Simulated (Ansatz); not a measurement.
Write a Python script for the Python package of Ansatz (0.2.0) that makes harmonic frequencies at the relaxed geometry of C4H4O, SMILES O=CC1=CC1. Settings (for the species named): B3LYP, cc-pVDZ basis, multiplicity 1.

The script reads `c4h4o.xyz`:
```text
9

O     2.36940    0.92890    0.04170
C     1.60320   -0.02350   -0.02200
C     0.17480    0.13310    0.00800
C    -0.90960    0.84810    0.07670
C    -1.07530   -0.57340   -0.03060
H     1.96430   -1.06060   -0.10630
H    -1.35840    1.80680    0.15610
H    -1.39590   -0.95860   -0.98600
H    -1.37260   -1.10080    0.86240
```

`c4h4o.py`:
```python
"""Vibrations of C4H4O."""

import itertools

import ansatz
from ase import Atoms
from ase.data import atomic_numbers, covalent_radii
from ase.thermochemistry import IdealGasThermo
import numpy as np


def main() -> None:
    molecule = ansatz.Crystal.molecule_from_extxyz("c4h4o.xyz")

    calc = (
        molecule.calculation()
        .basis(gaussian="cc-pVDZ")
        .functional("B3LYP")
    )
    symbols = [site.symbol for site in molecule.cartesian_sites]
    start = np.array([site.position_ang for site in molecule.cartesian_sites], dtype=float)
    def progress(event):
        if event["event"] == "relax_step":
            row = event["data"]
            print(f"step {row['step']:3d}  E = {row['lagrangian_ev']:.6f} eV  largest force component {row['allowed_force_max_ev_ang']:.4f} eV/A")


    rep = calc.relax(force_tolerance=0.003).session().plan().execute(on_event=progress).report
    end = np.array(rep["positions_ang"])

    # pairs closer than 1.2 times the sum of covalent radii, before or after
    radius = [covalent_radii[atomic_numbers[s]] for s in symbols]
    span = lambda where, i, j: np.linalg.norm(where[i] - where[j])
    bonded = [(i, j) for i, j in itertools.combinations(range(len(symbols)), 2) if min(span(start, i, j), span(end, i, j)) < 1.2 * (radius[i] + radius[j])]
    print("pair        before    after (A)")
    for i, j in bonded:
        print(f"{symbols[i]}{i}-{symbols[j]}{j}".ljust(10), f"{span(start, i, j):8.4f} {span(end, i, j):8.4f}")
    for first, second in list(itertools.combinations(bonded, 2)):
        shared = set(first) & set(second)
        if shared and symbols[(j := shared.pop())] != "H":
            i, k = sorted((set(first) | set(second)) - {j})
            u, v = end[i] - end[j], end[k] - end[j]
            angle = np.degrees(np.arccos(np.clip(u @ v / np.linalg.norm(u) / np.linalg.norm(v), -1, 1)))
            print(f"final angle {symbols[i]}{i}-{symbols[j]}{j}-{symbols[k]}{k}: {angle:.2f} deg")

    # same settings at the minimum
    minimum = ansatz.Crystal.molecule()
    for symbol, place in zip(symbols, end):
        minimum = minimum.atom(symbol, place.tolist())
    vibrating = minimum.calculation()
    vibrating = vibrating.basis(gaussian="cc-pVDZ")
    vibrating = vibrating.functional("B3LYP").phonons(temperatures=(200, 600, 100))
    vib = vibrating.run().report["vibrations"]
    sums = vib["harmonic_sums"]
    modes = [m["omega_inv_cm"] for m in sums["modes_at_gamma"] if m["rigid_motion"] == "no"]
    for number, w in enumerate(modes, start=1):
        print(f"mode {number:2d} {w:9.1f} 1/cm {w / 8065.544 * 1000:8.2f} meV")
    print("imaginary modes:", sum(w < 0 for w in modes), " zero-point energy:", round(sums["zero_point_energy_ev"], 4), "eV")
    # rigid rotor and ideal gas, symmetry number taken as one
    gas = IdealGasThermo(vib_energies=[w / 8065.544 for w in modes if w > 0], geometry="linear" if len(modes) == 3 * len(symbols) - 5 else "nonlinear",
                         atoms=Atoms(symbols, positions=end), symmetrynumber=1, spin=0.0)
    print(f"H(298 K) - E = {gas.get_enthalpy(298.15, verbose=False):.4f} eV")
    print(f"S(298 K, 1 bar) = {96485.33 * gas.get_entropy(298.15, 1e5, verbose=False):.1f} J/(mol K) with symmetry number 1")


if __name__ == "__main__":
    main()
```

`python c4h4o.py` gives:
```text
step   1  E = -6257.067191 eV  largest force component 2.4283 eV/A
step   2  E = -6257.306076 eV  largest force component 0.9907 eV/A
step   3  E = -6257.349604 eV  largest force component 0.1653 eV/A
step   4  E = -6257.351119 eV  largest force component 0.0792 eV/A
step   5  E = -6257.351123 eV  largest force component 0.1176 eV/A
step   6  E = -6257.349464 eV  largest force component 0.2528 eV/A
step   7  E = -6257.352037 eV  largest force component 0.0443 eV/A
step   8  E = -6257.352196 eV  largest force component 0.0381 eV/A
step   9  E = -6257.352257 eV  largest force component 0.0064 eV/A
step  10  E = -6257.352259 eV  largest force component 0.0024 eV/A
pair        before    after (A)
O0-C1        1.2240   1.2138
C1-C2        1.4373   1.4681
C1-H5        1.1014   1.1171
C2-C3        1.3007   1.3074
C2-C4        1.4364   1.5159
C3-C4        1.4351   1.5122
C3-H6        1.0615   1.0865
C4-H7        1.0789   1.0999
C4-H8        1.0789   1.0999
final angle O0-C1-C2: 123.45 deg
final angle O0-C1-H5: 121.78 deg
final angle C2-C1-H5: 114.77 deg
final angle C1-C2-C3: 148.40 deg
final angle C1-C2-C4: 147.33 deg
final angle C3-C2-C4: 64.28 deg
final angle C2-C3-C4: 64.57 deg
final angle C2-C3-H6: 149.43 deg
final angle C2-C4-C3: 51.16 deg
final angle C2-C4-H7: 119.80 deg
final angle C2-C4-H8: 119.80 deg
final angle C4-C3-H6: 146.00 deg
final angle C3-C4-H7: 119.18 deg
final angle C3-C4-H8: 119.19 deg
final angle H7-C4-H8: 113.83 deg
mode  1      90.8 1/cm    11.26 meV
mode  2     208.9 1/cm    25.90 meV
mode  3     254.1 1/cm    31.50 meV
mode  4     494.6 1/cm    61.32 meV
mode  5     765.2 1/cm    94.87 meV
mode  6     796.2 1/cm    98.71 meV
mode  7     961.4 1/cm   119.20 meV
mode  8     996.3 1/cm   123.53 meV
mode  9    1005.6 1/cm   124.68 meV
mode 10    1012.3 1/cm   125.51 meV
mode 11    1063.5 1/cm   131.86 meV
mode 12    1078.5 1/cm   133.72 meV
mode 13    1165.4 1/cm   144.49 meV
mode 14    1407.9 1/cm   174.55 meV
mode 15    1486.1 1/cm   184.25 meV
mode 16    1767.8 1/cm   219.18 meV
mode 17    1815.2 1/cm   225.06 meV
mode 18    2918.7 1/cm   361.87 meV
mode 19    3040.9 1/cm   377.02 meV
mode 20    3115.9 1/cm   386.33 meV
mode 21    3271.5 1/cm   405.61 meV
imaginary modes: 0  zero-point energy: 1.7802 eV
H(298 K) - E = 1.9488 eV
S(298 K, 1 bar) = 304.2 J/(mol K) with symmetry number 1
```

Caveats:
- These settings explore the input space; basis and method may be short of convergence.
- The frequencies are harmonic and unscaled, in a modest basis. The result belongs to the one conformer reached from this start, and soft torsions count as harmonic oscillators.
- b3lyp holds the VWN-RPA fit, as in Gaussian; the form of ORCA and Turbomole is b3lyp5.
- The entropy takes a symmetry number of 1; a symmetric molecule's is lower by R ln(sigma).
- The whole script took 2.8 min on 1 thread of Arm Neoverse V1, with other jobs on the host, peak memory 0.29 GiB.

(A comment or docstring line of the script was reworded after the run, the code is as it ran; lines on the test bed's own set-up are left out of the output.)
